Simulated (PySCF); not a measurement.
C₄H₉, SMILES C[C+](C)C, charge +1.

The structure is a stationary point at PBE-D3(BJ)/def2-SVP. The geometry has at least one imaginary mode, so it is a saddle point at that level.

Two levels are set side by side: PBE/def2-TZVP (PySCF) and M06-2X/def2-TZVP (PySCF). Same geometry, gas phase. Differences are taken from unrounded values.

```csv
quantity,M06-2X
orbital gap (eV),9.98
highest occupied level (eV),-17.54
lowest empty level (eV),-7.56
mean polarisability (bohr³),46.5
```

Q: What does PBE give, and how far is it from M06-2X? (An estimate is asked for; the answer gives what the named calculation found.)

A: 
```tsv
quantity	PBE	PBE minus M06-2X
orbital gap (eV)	5.12	-4.86
highest occupied level (eV)	-14.67	2.87
lowest empty level (eV)	-9.55	-2.00
mean polarisability (bohr³)	48.7	2.3
```

PBE's occupied levels lie high since its potential decays too fast outside the molecule; exact exchange lowers them and widens the gap. Loosely held outer electrons make PBE densities more polarisable. Differences between two approximate levels are no errors against the true value.

Rough cost on one machine, each run with all the roots and properties that it gave: M06-2X against PBE about 4 times.
